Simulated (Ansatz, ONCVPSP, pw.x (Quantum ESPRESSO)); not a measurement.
## What a changed setting does to a pw.x run (bcc W)

Potential: optimised norm-conserving Vanderbilt (ONCV), ONCVPSP 4.0.1.1 (patched build), PBEsol; core [Kr] 4d10 4f14, reference 5s2 5p6 5d4 6s2; waves: 5s+6s: rc 1.90 bohr, ncon 4, nbas 8, qcut 5.1 1/bohr, 2 projectors; 5p: rc 2.05 bohr, ncon 4, nbas 7, qcut 6.3 1/bohr, 2 projectors, debl 3.6 Ha; 5d: rc 1.90 bohr, ncon 3, nbas 8, qcut 5 1/bohr, local; local part: the d channel; core correction: none.

The reference run (k-mesh 15³, cutoffs 110/440 Ry, Fermi–Dirac 0.01 Ry, mixing_beta 0.4, conv_thr 1e-9, no spin) gives 4.22 GPa at 15.687 Å³/atom, where all-electron LAPW gives 0.22 GPa. This run, with its own iteration cap, changes smearing to mp.

```
&control
  calculation='scf', prefix='x', pseudo_dir='./', outdir='./tmp', tstress=.true., disk_io='none'
/
&system
  ibrav=0, nat=1, ntyp=1, ecutwfc=110, ecutrho=440, nbnd=15,
  occupations='smearing', smearing='mp', degauss=0.01
/
&electrons
  conv_thr=1e-09, mixing_beta=0.4, electron_maxstep=60
/
ATOMIC_SPECIES
W 1.0 W.UPF
CELL_PARAMETERS angstrom
  -1.57698163 1.57698163 1.57698163
  1.57698163 -1.57698163 1.57698163
  1.57698163 1.57698163 -1.57698163
ATOMIC_POSITIONS crystal
W 0.0000 0.0000 0.0000
K_POINTS automatic
15 15 15 0 0 0
```

```bash
pw.x < W.scf.in > W.scf.out
```

Question: How does the run end?

Answer: It converges in 8 iterations; the free energy moves by +13.9 meV/atom and the pressure by +0.18 GPa. This scheme is built to cancel the term in the square of the width that Fermi–Dirac smearing leaves in the F of a metal.

```
Message from routine setup:
     using ibrav=0 with symmetry is DISCOURAGED, use correct ibrav instead
     lattice parameter (alat)  =       5.1616  a.u.
     unit-cell volume          =     105.8611 (a.u.)^3
     number of electrons       =        14.00
     number of Kohn-Sham states=           15
     kinetic-energy cutoff     =     110.0000  Ry
     charge density cutoff     =     440.0000  Ry
     scf convergence threshold =      1.0E-09
     Exchange-correlation= PBESOL
     number of k points=   120  Methfessel-Paxton smearing, width (Ry)=  0.0100
     iteration #  1     ecut=   110.00 Ry     beta= 0.40
     total energy              =    -137.92855129 Ry
     estimated scf accuracy    <       0.04000469 Ry
     iteration #  2     ecut=   110.00 Ry     beta= 0.40
     total energy              =    -137.92875167 Ry
     estimated scf accuracy    <       0.00640765 Ry
     iteration #  3     ecut=   110.00 Ry     beta= 0.40
     total energy              =    -137.92949833 Ry
     estimated scf accuracy    <       0.00038814 Ry
     iteration #  4     ecut=   110.00 Ry     beta= 0.40
     total energy              =    -137.92951594 Ry
     estimated scf accuracy    <       0.00000781 Ry
     iteration #  5     ecut=   110.00 Ry     beta= 0.40
     total energy              =    -137.92951791 Ry
     estimated scf accuracy    <       0.00000166 Ry
     iteration #  6     ecut=   110.00 Ry     beta= 0.40
     total energy              =    -137.92951816 Ry
     estimated scf accuracy    <          7.1E-09 Ry
     iteration #  7     ecut=   110.00 Ry     beta= 0.40
     total energy              =    -137.92951816 Ry
     estimated scf accuracy    <          4.7E-09 Ry
     iteration #  8     ecut=   110.00 Ry     beta= 0.40
     the Fermi energy is    22.4146 ev
!    total energy              =    -137.92951816 Ry
     estimated scf accuracy    <          6.2E-11 Ry
     smearing contrib. (-TS)   =       0.00004987 Ry
     The total energy is F=E-TS. E is the sum of the following terms:
     one-electron contribution =     -19.79604105 Ry
     hartree contribution      =      16.78025983 Ry
     xc contribution           =     -15.23684305 Ry
     ewald contribution        =    -119.67694376 Ry
     convergence has been achieved in   8 iterations
          total   stress  (Ry/bohr**3)                   (kbar)     P=       43.99
     Message from routine punch:
     Nothing written, as per user request (disk_io='none')
```

The run took about 27 s on one core of a shared host (Intel(R) Xeon(R) 6975P-C, 192 threads, 756 GiB, load 146).
